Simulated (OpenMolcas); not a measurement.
# One shape, several levels: NH2 (SMILES [NH2])

Wanted: a comparison of 6 runs (UHF/3-21G, U-r2SCAN/3-21G, UB3LYP/3-21G, UM06-2X/3-21G, UPBE/3-21G, USVWN5/3-21G) of NH2. 

Program for the calculation: OpenMolcas 26.06.

### 1 The molecule

NH2: 3 atoms, total charge 0, spin state doublet. As SMILES, `[NH2]`. The N1–H2 distance was set to 1.521 Å, away from the relaxed value. At this shape a bond of the SMILES string is far longer than usual.

Bond lengths: N1–H3 1.014 Å. A long bond or contact: N1–H2 1.521 Å.

### 2 The energy at UHF/3-21G (run 1)

The input, calc.input:

```
* H2N Hartree-Fock
>>> EXPORT MOLCAS_PRINT=2

&GATEWAY
 BasLib
 $CurrDir
 Coord
 3
 angstrom
 N        0.382979      -0.683440       0.139765
 H        0.155580       0.820260       0.174790
 H       -0.386961      -1.139270      -0.337895
 Basis
 3-21G
 Group
 NoSym

&SEWARD

&SCF
 UHF
 Spin
 2
 Thresholds
 1e-10 1e-07 1e-07 1e-05
 PrOrbitals
 1 1
```

The basis set 3-21G is read from a file made from the Basis Set Exchange's data (not shown).

Run with:

```sh
export MOLCAS_MEM=1860
pymolcas calc.input > calc.log
```

Output:

```text
--- Start Module: gateway ---
[...]
--- Stop Module: gateway /rc=_RC_ALL_IS_WELL_ ---
--- Start Module: seward ---
[...]
      Basis functions           13
--- Stop Module: seward /rc=_RC_ALL_IS_WELL_ ---
[...]
--- Start Module: scf ---
[...]
       Convergence after  27 Iterations
[...]
::    Total SCF energy                                -55.1768027310
[...]
      Total spin, S                                     0.6845964887
[...]
      Total electronic charge=    9.000000
      Total            charge=   -0.000000
[...]
      Dipole Moment (debye):
      Origin of the operator (angstrom)=    0.3202   -0.6175    0.1119
                   X= -1.5973E+00               Y=  6.2495E-03               Z= -8.8862E-01           Total=  1.8278E+00
      Quadrupole Moment (debye*angstrom):
[...]
--- Stop Module: scf /rc=_RC_ALL_IS_WELL_ ---
[...]
```

Wall time 5.1 s (1 thread of Intel Xeon Platinum 8259CL at 2.50GHz (Skylake/Cascade Lake), shared host); peak memory 0.37 GiB.

### 3 A single-point energy at U-r2SCAN/3-21G (run 2)

The input, calc.inp:

```
>>> EXPORT MOLCAS_PRINT=2

&GATEWAY
  BasLib = $CurrDir
  Coord
  3
  angstrom
  N        0.382979      -0.683440       0.139765
  H        0.155580       0.820260       0.174790
  H       -0.386961      -1.139270      -0.337895
  Basis = 3-21G
  Group = NoSym

&SEWARD
  GridInput
  Grid=UltraFine
  End of Grid

&SCF
  UHF
  Spin = 2
  KSDFT = 2
  1.0 MGGA_X_R2SCAN
  1.0 MGGA_C_R2SCAN
  Thresholds = 1e-10 1e-07 1e-07 1e-05
  PrOrbitals = 1 1
```

The basis set 3-21G is read from a file made from the Basis Set Exchange's data (not shown).

Run with:

```sh
export MOLCAS_MEM=1860
pymolcas calc.inp > calc.log
```

Output:

```text
--- Start Module: gateway ---
[...]
--- Stop Module: gateway /rc=_RC_ALL_IS_WELL_ ---
--- Start Module: seward ---
[...]
      Basis functions           13
--- Stop Module: seward /rc=_RC_ALL_IS_WELL_ ---
--- Start Module: scf ---
[...]
       Convergence after  14 Iterations
[...]
::    Total KS-DFT energy                             -55.4588033133
[...]
      Total spin, S                                     0.5144482718
[...]
      Total electronic charge=    9.000000
      Total            charge=   -0.000000
[...]
      Dipole Moment (debye):
      Origin of the operator (angstrom)=    0.3202   -0.6175    0.1119
                   X= -1.5516E+00               Y=  3.9183E-01               Z= -8.2173E-01           Total=  1.7989E+00
      Quadrupole Moment (debye*angstrom):
[...]
--- Stop Module: scf /rc=_RC_ALL_IS_WELL_ ---
[...]
```

Wall time 7.8 s (1 thread of Intel Xeon Platinum 8259CL at 2.50GHz (Skylake/Cascade Lake), shared host); peak memory 0.37 GiB.

Runs 3 to 5 aren't shown in full; the table further down has their settings and results.

### 4 The energy at USVWN5/3-21G (run 6)

The input, calc.input:

```
&GATEWAY
 BasLib=$CurrDir
 Coord
 3
 angstrom
 N        0.382979      -0.683440       0.139765
 H        0.155580       0.820260       0.174790
 H       -0.386961      -1.139270      -0.337895
 Basis=3-21G
 Group=NoSym

&SEWARD
 GridInput
 Grid=UltraFine
 End of Grid

&SCF
 UHF
 Spin=2
 KSDFT=SVWN5
 Thresholds=1e-10 1e-07 1e-07 1e-05
 PrOrbitals=1 1
```

The basis set 3-21G is read from a file made from the Basis Set Exchange's data (not shown).

Run with:

```sh
export MOLCAS_MEM=1860
pymolcas calc.input > calc.log
```

Output:

```text
--- Start Module: gateway ---
[...]
--- Stop Module: gateway /rc=_RC_ALL_IS_WELL_ ---
--- Start Module: seward ---
[...]
      Basis functions           13
--- Stop Module: seward /rc=_RC_ALL_IS_WELL_ ---
--- Start Module: scf ---
[...]
       Convergence after  12 Iterations
[...]
::    Total KS-DFT energy                             -55.0091209541
[...]
      Total spin, S                                     0.5065434012
[...]
      Total electronic charge=    9.000000
      Total            charge=   -0.000000
[...]
      Dipole Moment (debye):
      Origin of the operator (angstrom)=    0.3202   -0.6175    0.1119
                   X= -1.5391E+00               Y=  4.4244E-01               Z= -8.0935E-01           Total=  1.7944E+00
      Quadrupole Moment (debye*angstrom):
[...]
--- Stop Module: scf /rc=_RC_ALL_IS_WELL_ ---
[...]
```

Run time: 6.9 s. Hardware: 1 thread of Intel Xeon Platinum 8259CL at 2.50GHz (Skylake/Cascade Lake), shared host; peak memory 0.37 GiB.

### 5 Overview of the runs

```csv
run,level,integration grid,energy (Eh),dipole moment (D),HOMO energy (eV),LUMO energy (eV),wall time
1,UHF/3-21G,–,-55.176803,1.83,-10.95,4.51,5.1 s
2,U-r2SCAN/3-21G,UltraFine,-55.458803,1.80,-6.25,-2.54,7.8 s
3,UB3LYP/3-21G,UltraFine,-55.491923,1.74,-7.17,-2.07,9.9 s
4,UM06-2X/3-21G,UltraFine,-55.452373,1.83,-8.72,-0.20,7.5 s
5,UPBE/3-21G,UltraFine,-55.420515,1.71,-5.90,-3.31,9.9 s
6,USVWN5/3-21G,UltraFine,-55.009121,1.79,-5.71,-3.79,6.9 s
```

### 6 Outcome

| quantity | value |
| --- | --- |
| run 6: total energy | -55.00912 Eh |
| run 6: dipole moment | 1.79 D |
| run 6: HOMO energy (highest over α and β) | -5.71 eV |
| run 6: LUMO energy (lowest over α and β) | -3.79 eV |
| run 6: ⟨S²⟩ | 0.763 |

In words: The dipole moment (its size) runs from 1.71 D (UPBE/3-21G) to 1.83 D (UM06-2X/3-21G). Totals of different functionals can't be ranked against each other. Spin contamination of the reference: run 1 ⟨S²⟩ = 1.15. All runs together took 47 s, the longest 9.9 s.
